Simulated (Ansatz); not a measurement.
Geometry optimisation, RKS PBE0-D4/def2-SVP in Ansatz.

The input (input.yaml):

```yaml
crystal:
  periodic: [false, false, false]
  atoms:
    - { symbol: "N", position_ang: [-0.4142, 0.7031, 0.9674] }
    - { symbol: C, position_ang: [-0.1684, -0.3751, 0.21] }
    - { symbol: C, position_ang: [0.2241, -0.4407, -1.0708] }
    - { symbol: F, position_ang: [0.27788, 0.68553, -1.831] }
    - { symbol: F, position_ang: [0.39785, -1.63037, -1.68523] }
    - { symbol: H, position_ang: [-0.2269, 0.6767, 1.9407] }
    - { symbol: H, position_ang: [-0.0795, 1.6127, 0.5475] }
    - { symbol: H, position_ang: [-0.2727, -1.2805, 0.7567] }
basis:
  gaussian: { orbitals: def2-SVP }
hamiltonian:
  xc: pbe0
  dispersion: d4
relax:
  f_tol: 0.015
  max_steps: 40
output:
  orbitals: {}
```

Run as:

```bash
$ ansatz run input.yaml --threads 1 --pin off --max-ram 2048MiB --backend cpu --events-out ev --progress --plain --runs-dir out
```

Q: Where does it end, and by what steps?

A: The run converged. After 6 steps the energy has fallen by 0.321 eV; H6 moved furthest, 0.16 Å.

```csv
step,energy less start (eV),largest force component (eV/Å),accepted
0,0.0000,3.878,yes
1,-0.2449,1.542,yes
2,-0.3088,0.268,yes
3,-0.3163,0.153,yes
4,-0.3195,0.073,yes
5,-0.3211,0.050,yes
6,-0.3214,0.012,yes
```

```xyz
8
Properties=species:S:1:pos:R:3
N -0.469 0.741 0.971
C -0.161 -0.412 0.250
C 0.197 -0.442 -1.032
F 0.385 0.641 -1.770
F 0.373 -1.539 -1.738
H -0.082 0.738 1.910
H -0.204 1.596 0.493
H -0.301 -1.371 0.751
```

Whether the end is a true minimum wasn't checked by a vibrational analysis.

Run time: 44 s on 1 thread of Arm Neoverse N1, with other jobs on the host, peak memory 0.16 GiB.
